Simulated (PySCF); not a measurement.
How well do the runs reproduce experiment for C5H6?

**What was measured.**

NIST CCCBDB Release 22 (SRD 101), experimental dipoles lists, for the gas: dipole moment 0.512 D.

The runs below try to reproduce these values; the comparison stands at the end.

C5H6.
SMILES with atom numbers: `[CH:1]#[C:2][C:3](=[CH2:4])[CH3:5]` (hydrogens: H6 on C1; H7, H8 on C4; H9, H10, H11 on C5)

Cartesian coordinates in Å at the PBE0-D3(BJ)/def2-SVP level; atoms count from 1:
```xyz
11
C5H6 angstrom
C      2.3808   -0.4210    0.5402
C      1.2440   -0.1003    0.2594
C     -0.1138    0.2232   -0.0643
C     -0.4675    1.4828   -0.3713
C     -1.0897   -0.9199   -0.0376
H      3.3892   -0.6980    0.7875
H      0.2649    2.2924   -0.3818
H     -1.5037    1.7265   -0.6176
H     -0.7863   -1.7062   -0.7470
H     -1.1177   -1.3833    0.9609
H     -2.1022   -0.5818   -0.2976
```

Runs made with PySCF (gas phase, on this PBE0-D3(BJ)/def2-SVP geometry; no spin–orbit coupling):

| level | job | basis functions | wall time |
| --- | --- | --- | --- |
| PBE0-D3(BJ)/def2-SVP, grid level 1 | geometry optimisation from an MMFF94s start shaken at random | 100 | 29 s |
| B3LYP/pcSseg-2 | shieldings | 264 | 33 s |
| PBE0/pcSseg-1 | shieldings, charges and field gradients, density and orbital grids written | 115 | 14 s |
| B3LYP/pcJ-1 | spin–spin couplings from 11 perturbed nuclei, spin–dipole term left out | 195 | 18 s |

Hardware: one thread, Intel Xeon Platinum 8259CL at 2.50 GHz (x86_64), no GPU (shared host).

Results beside the measurements:

**Dipole moment.** Measured: 0.512 D (NIST CCCBDB Release 22 (SRD 101), experimental dipoles).

| level | computed (D) | computed − measured (D) | % (from the printed values) |
| --- | --- | --- | --- |
| PBE0-D3(BJ)/def2-SVP | 0.502 | -0.010 | -2 |
| B3LYP/pcSseg-2 | 0.550 | +0.038 | +7 |
| PBE0/pcSseg-1 | 0.528 | +0.016 | +3 |
| B3LYP/pcJ-1 | 0.508 | -0.004 | -1 |

Closest is B3LYP/pcJ-1 (-0.004 D), furthest B3LYP/pcSseg-2 (+0.038 D); one molecule doesn't rank methods. The computed dipoles belong to one fixed geometry; measured ones are averaged over vibrations unless marked μe. Magnitudes are compared, not signs.

No measured geometry was used, and the causes of the misses weren't examined.
